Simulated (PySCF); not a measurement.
HAl–NH⁺, quartet in 6-31G: errors against RCCSDT

Geometry: that of the HAl–NH, triplet, kept fixed. The doublet lies 1.3 eV lower here.

```xyz
4

Al    0.0000   -0.0849    0.6205
N     0.0000    0.0356   -1.1435
H     0.0000    1.3500    1.3538
H     0.0000    0.4271   -2.0731
```

Basis 6-31G; PySCF 2.14.0. Only valence electrons are correlated (noble-gas cores frozen), which leaves 9 electrons in 20 orbitals. Prefix R: restricted or restricted open-shell reference; prefix U: unrestricted.

Full CI isn't at hand for all of this; RCCSDT serves as the reference. It lacks quadruple excitations, which often exceed the step from CCSD(T) to CCSDT. The frozen core follows each run's orbitals, which can shift R against U totals by a few meV.

- UHF ⟨S²⟩: 3.772
- T1 diagnostic (ROHF- or RHF-based CCSD): 0.0314
- largest doubles amplitude (ROHF- or RHF-based CCSD): 0.044
- T1 diagnostic (UCCSD): 0.0199

```csv
level,E − E(RCCSDT) (kcal/mol),share of correlation (%),wall time
RHF,64.84,0.00,–
UHF,60.63,6.50,–
RMP2,16.34,74.80,–
UMP2,15.04,76.81,–
RCCSD,1.17,98.19,–
UCCSD,1.07,98.36,–
RCCSD(T),0.34,99.48,0.51 s
UCCSD(T),0.29,99.56,0.35 s
UCCSDT,-0.03,100.05,11 s
```

The correlation energy at RCCSDT, counted from RHF, is -2.812 eV. That run took 12 s on 1 thread of Arm Neoverse V1, shared host.

Times are those of the correlated step on a shared host, with one SCF added for the restricted CCSD run; they ran on 1 thread of Arm Neoverse V1.
